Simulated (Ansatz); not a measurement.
Ansatz (an electronic-structure program) input (CCSD(T)/aug-cc-pVDZ):

Ansatz 0.2 input:
```yaml
crystal:
  periodic: [false, false, false]
  atoms:
    - {symbol: C, position_ang: [-0.00000000, -0.00000000, -0.71905699]}
    - {symbol: N, position_ang: [0.00000000, 0.00000000, 0.41165659]}
    - {symbol: H, position_ang: [0.00000000, 0.00000000, 1.43274585]}
basis:
  gaussian:
    orbitals: aug-cc-pVDZ
total_charge: 1
magnetization: {spin_polarized: true, initial_magnetization: 1}
correlation: {method: ccsd_t, electrons: outside_noble_gas}
output: {forces: true}
```

End of the output:

```
integrals: 0.04 GiB planned
555 factors; integrals over basis functions are off by at most 9.0e-4 eV
mean field: 0.09 GiB planned
mean field evaluation 1: about -2510.4081 eV, gradient 3.7e1 eV
mean field evaluation 2: about -2510.4106 eV, gradient 3.7e1 eV
mean field evaluation 4: about -2516.0390 eV, gradient 3.5e0 eV
mean field evaluation 8: about -2516.3965 eV, gradient 6.5e-1 eV
mean field evaluation 16: about -2512.6315 eV, gradient 3.0e1 eV
mean field evaluation 32: about -2514.4762 eV, gradient 2.8e-6 eV
mean field evaluation 64: about -2514.4765 eV, gradient 6.8e-2 eV
mean field evaluation 96: about -2513.4247 eV, gradient 1.3e1 eV
mean field evaluation 128: about -2516.4276 eV, gradient 3.0e-2 eV
mean field -2516.42765691 eV, -92.4770106953 hartree, gradient 2.2e-6 eV, S^2 1.024178; 5 other end points of the search recorded, 0 dependent functions left out
determinant -2516.42765691 eV, -92.4770106953 hartree, with singles and doubles -2523.38657889 eV, -92.7327463615 hartree
determinant -2514.47620626 eV, -92.4052962068 hartree, with singles and doubles -2520.97270546 eV, -92.6440381489 hartree
2 core orbitals not correlated
reference -2516.42765691 eV, -92.4770106953 hartree; 5, 4 occupied and 48, 49 virtual orbitals, 555 factors
densities: 0.21 GiB planned
second order -6.22012292 eV of doubles, -0.00000000 eV of singles
coupled cluster: 0.17 GiB planned
cycle   1  -6.95469636 eV  change   -2.6e-1 eV  update   2.3e-2
cycle   2  -6.97766401 eV  change   -2.3e-2 eV  update   6.4e-3
cycle   3  -6.98356824 eV  change   -5.9e-3 eV  update   2.8e-3
cycle   4  -6.99128064 eV  change   -7.7e-3 eV  update   1.6e-3
cycle   5  -6.99596021 eV  change   -4.7e-3 eV  update   7.8e-4
cycle   6  -6.99730148 eV  change   -1.3e-3 eV  update   2.5e-4
cycle   7  -6.99743563 eV  change   -1.3e-4 eV  update   1.0e-4
cycle   8  -6.99744236 eV  change   -6.7e-6 eV  update   4.6e-5
cycle   9  -6.99741866 eV  change    2.4e-5 eV  update   1.7e-5
cycle  10  -6.99741502 eV  change    3.6e-6 eV  update   4.9e-6
cycle  11  -6.99741392 eV  change    1.1e-6 eV  update   1.4e-6
coupled cluster: 0.17 GiB planned
perturbative correction -0.28158337 eV, -0.0103479980 hartree
the calculation of the forces begins
Total energy: -2523.70665420 eV, -92.7445089119 hartree
Atom 0 at    -0.000000    -0.000000    -0.719057 Å, force    -0.000000     0.000000    -3.435468 eV/Å
Atom 1 at     0.000000     0.000000     0.411657 Å, force    -0.000000     0.000000     3.192485 eV/Å
Atom 2 at     0.000000     0.000000     1.432746 Å, force     0.000000    -0.000000     0.242983 eV/Å
Dipole moment:    -0.000000    -0.000000     0.101033 e Å
```

The determinant is spin-contaminated: <S^2> is 1.02 against 0.75 for a pure state.
